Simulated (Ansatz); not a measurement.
bcc Li was calculated with rVV10 in Ansatz (PAW).

Numerical settings: plane-wave cutoff 520 eV, 22×22×22 k mesh, Fermi–Dirac smearing 0.05 eV, scalar-relativistic PAW data made under PBE.

Energies at three volumes about the minimum:

| V (Å³/atom) | E − E_lowest (meV/atom) |
|---|---|
| 19.445 | 0.33 |
| 19.841 | 0.00 |
| 20.238 | 0.38 |

Q: Fit a parabola by hand: where is the minimum, what lattice constant follows, and what is the bulk modulus?

A: Slopes: (0.00 − 0.33)/(19.841 − 19.445) = -0.833 and (0.38 − 0.00)/(20.238 − 19.841) = 0.957 meV/Å³. Curvature E″ = 2 × (0.957 − (-0.833))/(20.238 − 19.445) = 4.515 meV/Å⁶. From the middle of the first interval, the slope vanishes at V0 = 19.6430 − (-0.833)/4.515 = 19.827 Å³/atom. B = V0 E″ = 19.827 × 4.515 meV/Å³ × 0.1602 GPa per meV/Å³ = 14.3 GPa. With 2 atoms in the cube, a = (2 × 19.827)^(1/3) = 3.410 Å. The full Birch–Murnaghan fit to all volumes gives V0 = 19.822 Å³/atom and B0 = 14.3 GPa.

Measured, for comparison: bulk modulus 13.8 GPa (corrected for temperature and zero-point phonon effects, our sources range from 13.1 to 13.9; as tabulated in Levämäki et al. (2014), arXiv:1402.3671); lattice constant a 3.449 Å (low-temperature or extrapolated to 0 K; zero-point anharmonic expansion removed, our sources range from 3.443 to 3.453; as tabulated in Csonka et al. (2009), arXiv:0903.4037). Computed (rounded) less measured: bulk modulus +4 % (+3 % to +9 % over the range).

Ansatz is a first-principles code.
